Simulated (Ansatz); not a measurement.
# In₂O₃ (Ia-3, No. 206)

All values below come from LDA (plane waves, PAW; Ansatz, a quantum-chemistry and plane-wave program).

Run with plane-wave cutoff 520 eV, 6×6×6 k mesh, Fermi–Dirac smearing 0.01 eV, scalar-relativistic PAW data made under PBE.

Cell (relaxed at this level):

```cif
data_In16O24
_chemical_formula_sum 'In16 O24'
_space_group_name_H-M_alt 'P 1'
_space_group_IT_number 1
_cell_length_a 8.71298
_cell_length_b 8.71298
_cell_length_c 8.71298
_cell_angle_alpha 109.471
_cell_angle_beta 109.471
_cell_angle_gamma 109.471
loop_
_space_group_symop_operation_xyz
  'x, y, z'
loop_
_atom_site_label
_atom_site_type_symbol
_atom_site_fract_x
_atom_site_fract_y
_atom_site_fract_z
_atom_site_occupancy
In1 In 0.28365 0.53365 0.75000 1
In2 In 0.71635 0.46635 0.25000 1
In3 In 0.21635 0.96635 0.25000 1
In4 In 0.78365 0.03365 0.75000 1
In5 In 0.75000 0.28365 0.53365 1
In6 In 0.25000 0.71635 0.46635 1
In7 In 0.25000 0.21635 0.96635 1
In8 In 0.75000 0.78365 0.03365 1
In9 In 0.53365 0.75000 0.28365 1
In10 In 0.46635 0.25000 0.71635 1
In11 In 0.96635 0.25000 0.21635 1
In12 In 0.03365 0.75000 0.78365 1
In13 In 0.00000 0.50000 0.00000 1
In14 In 0.00000 0.00000 0.50000 1
In15 In 0.50000 0.50000 0.50000 1
In16 In 0.50000 0.00000 0.00000 1
O1 O 0.53622 0.77205 0.54452 1
O2 O 0.46378 0.22795 0.45548 1
O3 O 0.72753 0.99170 0.95548 1
O4 O 0.27247 0.00830 0.04452 1
O5 O 0.96378 0.50830 0.23583 1
O6 O 0.03622 0.49170 0.76417 1
O7 O 0.77247 0.72795 0.26417 1
O8 O 0.22753 0.27205 0.73583 1
O9 O 0.54452 0.53622 0.77205 1
O10 O 0.45548 0.46378 0.22795 1
O11 O 0.95548 0.72753 0.99170 1
O12 O 0.04452 0.27247 0.00830 1
O13 O 0.23583 0.96378 0.50830 1
O14 O 0.76417 0.03622 0.49170 1
O15 O 0.26417 0.77247 0.72795 1
O16 O 0.73583 0.22753 0.27205 1
O17 O 0.77205 0.54452 0.53622 1
O18 O 0.22795 0.45548 0.46378 1
O19 O 0.99170 0.95548 0.72753 1
O20 O 0.00830 0.04452 0.27247 1
O21 O 0.50830 0.23583 0.96378 1
O22 O 0.49170 0.76417 0.03622 1
O23 O 0.72795 0.26417 0.77247 1
O24 O 0.27205 0.73583 0.22753 1
```

| Item | Value |
|---|---|
| band gap | 1.17 eV |

Measured, for comparison: band gap 2.93 ± 0.1 eV (room temperature, not corrected to a static lattice; as tabulated in King et al. (2009), doi:10.1103/physrevb.79.205211).

Spin–orbit coupling is not included.

Static lattice: no zero-point or thermal effects.

The result took very roughly 18 core-minutes.
